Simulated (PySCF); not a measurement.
**Static response to an electric field**

Species: 1-chloro-1,1-difluoroethane, C2H3ClF2.
Numbering: `[CH3:1][C:2]([F:3])([F:4])[Cl:5]` (hydrogens: H6, H7, H8 on C1)

Structure used (GFN2-xTB), in Å, numbered top down from 1:
```xyz
8
C2H3ClF2 angstrom
C     -0.8043   -0.1937   -0.0216
C      0.6474    0.2018    0.0801
F      1.1996   -0.2295    1.2302
F      0.7981    1.5400    0.0865
Cl     1.6190   -0.4539   -1.2757
H     -0.8872   -1.2764   -0.0030
H     -1.2212    0.1934   -0.9468
H     -1.3424    0.2279    0.8258
```

Level: CAM-B3LYP/def2-SVPD (PySCF), static field, nuclei fixed, core orbitals frozen in the response. The polarisability tensor in these axes (au):

```
x   43.92 -1.53 -4.48
y   -1.53 39.16  2.50
z   -4.48  2.50 43.33
```

Task: Diagonalise the tensor; give its mean and Δα, where Δα² is half the sum of the squared differences of the eigenvalues.

Result: Principal values 37.89, 39.58 and 48.94 au; mean 42.14 au = 6.24 Å³ = 6.95 × 10⁻⁴⁰ C²·m²/J; Δα = 10.31 au (24 % of the mean).

Task: What is the dipole moment, and where does it point?

Result: (-2.23, -0.64, -0.21) D, 2.33 D in size, pointing from the negative to the positive side. Measured along this direction, the outermost atoms are Cl5, F4 and F3 at the negative end and H6, H7 and H8 at the positive end.

Task: Traceless (Buckingham) quadrupole moment about the centre of nuclear charge: eigenvalues?

Result: -2.44, -1.92, 4.36 D·Å. The values depend on the origin, since the dipole doesn't vanish. The electronic extent ⟨r²⟩ about the same centre is 466 bohr², a root-mean-square distance of 1.62 Å for the 50 electrons.

Task: Sum over states: ᾱ = Σ f/ω², ω in Eh. What share falls to these 8 lowest TDDFT singlets (eV, f)? 7.64, 0.0041; 7.70, 0.0002; 9.18, 0.0711; 9.25, 0.0545; 9.64, 0.1774; 10.24, 0.0334; 10.28, 0.0007; 10.34, 0.0209.

Result: They add up to 2.95 au, 7.0 % of the 42.14 au; the largest single term is 1.41 au, from the state at 9.64 eV. Terms in order: 0.05, 0.00, 0.62, 0.47, 1.41, 0.24, 0.00, 0.14 au. Higher excitations give the rest. The strengths listed sum to 0.362.

Task: Find the Langevin capture rate constant for H3+ (3.023 u) meeting this molecule (99.989 u), k = 2.342 × 10⁻⁹ cm³/s × √(α in Å³ / reduced mass in u).

Result: The reduced mass is 2.93 u, so k = 3.42 × 10⁻⁹ cm³/s. The formula leaves out the permanent dipole, which adds to the capture rate.

Geometry: GFN2-xTB; no solvent, vibrations or thermal averaging.

These values come from a run that also computed excited states. Time: 15 s (with the writing of density and orbital grids); peak memory 0.55 GiB. Hardware: Arm Neoverse V1, one thread, no GPU, shared host with 32 logical CPUs at a one-minute load of 53.
